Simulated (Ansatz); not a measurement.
**MgH2 (MgH₂): an energy map over two coordinates**

Program: Ansatz 0.2.0. Level of theory: RKS r2SCAN-D4/def2-TZVP. These are calculated values, not measurements.

## (1) The starting structure

3 atoms, charge 0, spin multiplicity 1.

Atoms are counted from 1 here; the program's logs count them from 0.

Bond lengths: Mg1–H2 1.630 Å, Mg1–H3 1.633 Å. Angles: H2–Mg1–H3 179.9°.

Geometry (Å):

```xyz
3
H2Mg
Mg    0.0008    0.0005    0.0010
H    -0.0177   -0.0217    1.6307
H     0.0169    0.0212   -1.6317
```

## (3) Plan of the scan

The axes are (1) angle H2–Mg1–H3 (carried through 180): 15 values from 140.0 to 220.0 °; (2) change of the bonds Mg1–H2, Mg1–H3, all alike: 15 values from −0.188 to 0.290 Å.

Nothing else is relaxed (all other coordinates rigid). Energies count from the relaxed molecule at the same level. Points are written as (first, second).

(The set-up runs are not shown.)

## (4) The run at (180.0°, −0.017 Å)

Input file input.yaml:

```yaml
crystal:
  periodic: [false, false, false]
  atoms:
    - { symbol: Mg, position_ang: [2.3e-05, 1.3e-05, 0.0] }
    - { symbol: H, position_ang: [-0.01797, -0.022228, 1.689082] }
    - { symbol: H, position_ang: [0.017869, 0.022215, -1.689083] }
basis:
  gaussian: { orbitals: def2-TZVP }
hamiltonian:
  xc: r2scan
  dispersion: d4
output:
  forces: true
```

Started as:

```console
> ansatz run input.yaml --threads 1 --pin off --max-ram 2560MiB --backend cpu --events-out ev --progress --plain --runs-dir out
```

What time and memory should one allow on 1 thread of Arm Neoverse V1, shared host?

About 1.2 s, with a peak of 0.086 GiB.
